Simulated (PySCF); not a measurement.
# Level of theory and adiabatic energies of losing or gaining an electron: ethylenediamine

Structure: `NCCN` (C2H8N2).

All levels share the PBE0-D3(BJ)/def2-SVP structures and the PBE0-D3(BJ)/def2-SVP thermal terms; only the single-point energies (PySCF) change. Values are adiabatic energies of losing or gaining an electron (0 K, eV).

| level | ionisation energy to the radical cation |
| --- | --- |
| PBE0-D3(BJ)/6-31G* | 7.56 |
| PBE0-D3(BJ)/def2-SVP | 7.59 |
| PBE0-D3(BJ)/def2-SV(P) | 7.60 |
| LDA/ma-def2-TZVP | 7.65 |
| PBE0-D3(BJ)/ma-def2-TZVP | 7.78 |
| PBE0-D3(BJ)/pcseg-1 | 7.78 |
| PBE0-D3(BJ)/def2-SVPD | 7.80 |
| B3LYP-D3(BJ)/ma-def2-TZVP | 7.80 |
| PBE0-D3(BJ)/ma-def2-SVP | 7.81 |
| PBE0-D3(BJ)/aug-pcseg-1 | 7.89 |
| M06-2X/ma-def2-TZVP (grid 3) | 8.08 |

The spread: 0.52 eV, from 7.56 to 8.08.
